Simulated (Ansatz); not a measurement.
C3H6ClFO can be A, `FCOCCCl`, or B, `CC(O)(Cl)CF`.

Gas-phase electronic energies from Ansatz, PBE0-D4/def2-TZVP geometries. CCSD(T)/CBS adds triple-zeta CCSD(T) − MP2 to the extrapolated MP2 energy (def2 sets, frozen cores). DFT in def2-TZVPP. B3LYP here is the variant with VWN-RPA as its local correlation; programs differ in this. Each species was taken in one conformer, which may not be the lowest.

(1) Which isomer does CCSD(T)/CBS put lower? Give the gap. (Estimate.)

(2) Give E(B) − E(A) in kJ/mol with CCSD/def2-TZVPP, r2SCAN-D4, B3LYP, CCSD(T)/def2-SVP, CCSD(T)/def2-TZVPP, BLYP-D4, HF/def2-TZVPP. (Estimate.)

(3) Does the order hold for the free energy at 298.15 K (harmonic terms from PBE0-D4)? (Estimate.)

Largest T1 diagnostic: 0.011.

Answers

(1) The calculation gave: B, by 47.9 kJ/mol.

(2) Ansatz gave: CCSD/def2-TZVPP -41.7, r2SCAN-D4 -49.1, B3LYP -34.5, CCSD(T)/def2-SVP -48.5, CCSD(T)/def2-TZVPP -44.9, BLYP-D4 -40.7, HF/def2-TZVPP -25.3. None reverses the order clearly.

(3) Computed: Yes: G(B) − G(A) = -46.6 kJ/mol, for one conformer each. Modes under 60 cm⁻¹, often nearly free rotors, make the harmonic entropy too high.

In def2-TZVPP, CCSD(T) changes the Hartree–Fock value by −19.6 kJ/mol (the triples alone add −3.2 kJ/mol) and MP2 by −24.9 kJ/mol. The D4 term adds −5.6 kJ/mol with B3LYP and −2.7 kJ/mol with PBE0; it sums over pairs of atoms, weighted by their polarisabilities, and B3LYP, whose exchange is more repulsive, gets the larger term.
